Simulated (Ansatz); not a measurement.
Structure relaxation of Ti4H7

Level of theory: DFT r2SCAN, scalar-relativistic, plane waves, PAW in Ansatz 0.2.0. Cutoff 500 eV, Γ-centred k mesh, Gaussian smearing, no spin polarisation in the final step.

A relaxed cell is given with its space group left out.

```xyz
11
Lattice="4.3808 0.0000 0.0000 0.0000 4.3808 0.0000 0.0000 0.0000 4.3808" Properties=species:S:1:pos:R:3 pbc="T T T"
Ti    1.1131    3.2677    3.2677
Ti    3.2677    1.1131    3.2677
Ti    3.2677    3.2677    1.1131
Ti    1.1131    1.1131    1.1131
H     2.1904    0.0000    0.0000
H     0.0000    2.1904    2.1904
H     2.1904    0.0000    2.1904
H     0.0000    2.1904    0.0000
H     0.0000    0.0000    0.0000
H     0.0000    0.0000    2.1904
H     2.1904    2.1904    0.0000
```

Energies over the elements count from the elements' standard structures at the same level (H₂ as a molecule), with no empirical corrections.

Task: What space group does it have?

Result: P-43m (No. 215). Conventional cell: a = 4.381 Å. Around Ti lie 7 H at 1.89–1.93 Å; H on Wyckoff site d (3 atoms of the primitive cell) has 4 Ti at 1.91 Å and 6 H at 2.19 Å; H on Wyckoff site c (3 atoms of the primitive cell) is coordinated by 4 Ti at 1.89 Å and 4 H at 2.19 Å; H on Wyckoff site a (1 atom of the primitive cell) is coordinated by 4 Ti at 1.93 Å and 6 H at 2.19 Å.

Task: How far does it lie from the elements in energy?

Result: -0.53 eV/atom.

Task: Is it a metal?

Result: Yes, bands cross the Fermi level on the 8×8×8 mesh.

The final run used a 8×8×8 mesh on its 11-atom cell and 0.10 eV smearing. The k mesh leaves about 4 meV/atom of noise in metals.

Cost: 2 runs of about 0.62 core-minutes in all, on Intel Xeon 6975P-C (Granite Rapids) (shared hosts).